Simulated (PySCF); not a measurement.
A calculation on diamond returned lattice constant a 3.572 Å, bulk modulus 435 GPa.

For reference: lattice constant a 3.553 Å (measured, static lattice: zero-point anharmonic expansion removed, our sources range from 3.543 to 3.555; as tabulated in Mejia-Rodriguez and Trickey (2018), arXiv:1807.09216); bulk modulus 455 GPa (measured, 0 K value with the zero-point phonon effect removed; as tabulated in Mejia-Rodriguez and Trickey (2018), arXiv:1807.09216).

Which level of theory produced these numbers?
A) MP2 (PySCF)
B) CCSD (PySCF)
C) PBE (PySCF)
D) PBE0 (PySCF)

C, PBE (PySCF)

The others give: MP2 3.537 Å, 469 GPa; PBE0 3.549 Å, 468 GPa; CCSD 3.542 Å, 462 GPa.

Unless a cell is named, each level is at its own relaxed cell (CCSD 5.55, MP2 5.53, PBE 5.70, PBE0 5.59 Å³/atom).
